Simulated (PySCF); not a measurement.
# Spin-rotation constants: `O=S=O`, O$_{2}$S

Cartesian coordinates in Å; atom numbers follow the order of the lines, from 1:
```xyz
3

O    -1.2235    0.3116    0.0176
S    -0.0092   -0.4889    0.0087
O     1.2753    0.1929    0.0210
```

The calculation used PySCF, GIAO B3LYP/cc-pCVDZ magnetisability, rotational g tensor and spin-rotation constants, non-relativistic, gas phase. Geometry: PBE0-D3(BJ)/def2-SVP.

Give the nuclear spin-rotation constants along the inertial axes (H = +C I·J) beside the isotropic shieldings.

Rotational constants 57.3847, 10.0970, 8.5862 GHz. A star marks the isotopologue with that one atom substituted, in its own axes.
| atom | isotope | Caa (kHz) | Cbb (kHz) | Ccc (kHz) | mean (kHz) | σ (ppm) |
| --- | --- | --- | --- | --- | --- | --- |
| O1 | 17O* | -57.057 | -6.630 | -1.727 | -21.805 | -368.7 |
| S2 | 33S* | 45.825 | 6.275 | 4.103 | 18.734 | -314.7 |

For the geometry as given, no vibrational averaging.
